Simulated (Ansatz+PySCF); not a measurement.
# singlet Si2H6: levels of theory in one basis

```xyz
8

Si   -0.0418   -0.0132   -1.1492
Si   -0.0316   -0.0076    1.2112
H     0.0047   -1.3861   -1.6431
H    -1.2580    0.7107   -1.6648
H     1.1772    0.6705   -1.6824
H    -0.0349    1.3847    1.6594
H    -1.1863   -0.7308    1.7180
H     1.2407   -0.7414    1.6725
```

Basis set: def2-SVP (spherical functions). Frozen core: 10 orbitals. Charge 0, multiplicity 1.

Computed with Ansatz (development build ahead of 0.2.0); each method stands on the lowest determinant of its kind that the runs found. NEVPT2 correlates all electrons. Active spaces start from the frontier orbitals, and the lowest solution found is given.

```tsv
method	E − E(RHF) (eV)	<S²> of the determinant
RHF	0.00	0.00
RHF-MP2	-5.79	–
RHF-CCSD	-7.15	–
CASSCF(2,2)	-0.24	–
SC-NEVPT2(2,2)	-6.21	–
```

Task: What does RHF-CCSD(T) give on the same scale?

Result: -7.32 eV.

Task: Is a single determinant a sound starting point here?

Result: By this sign, yes. Unrestricted orbitals gain 0.00 eV and <S²> is 0.00 against 0.00 for a pure state. The CASSCF(2,2) natural occupations are 1.98, 0.02.
